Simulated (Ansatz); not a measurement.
Born–Oppenheimer molecular dynamics of CH$_{2}$FSi (5 atoms, charge -1, multiplicity 1). It goes on from the last frame of an earlier run, with new velocities.

All numbers below come from Ansatz, RKS PBE/def2-SVP.

- ensemble: NVT, Langevin thermostat
- time step: 0.5 fs
- steps asked: 250
- set temperature: 300 K
- friction: 0.001 /fs
- seed: 24868

First frame:

```xyz
5
Properties=species:S:1:pos:R:3
F 0.610 -1.678 1.423
C 0.697 -0.347 0.991
Si -0.189 0.290 -0.390
H -1.378 0.066 -1.357
H 0.167 1.792 -0.543
```

Question: How far do the bonds stretch over the last three quarters of this one trajectory? (Pairs bonded in most of those frames.)

Answer: 
```csv
bond,mean (Å),spread (Å),shortest,longest
F1–C2,1.403,0.019,1.37,1.43
C2–Si3,1.799,0.021,1.76,1.83
Si3–H4,1.574,0.061,1.48,1.67
Si3–H5,1.527,0.056,1.44,1.61
```

Mean temperature of the second half: 180 K. The mean temperature of the second half is 40 % below the set value. A run of 0.12 ps of so small a system gives no equilibrium averages. Limits of this set-up: an anion without diffuse functions, the dipole of an ion depends on the origin.

Run time: 2.3 min on 1 thread of Arm Neoverse V2 (shared host), peak memory 0.07 GiB.
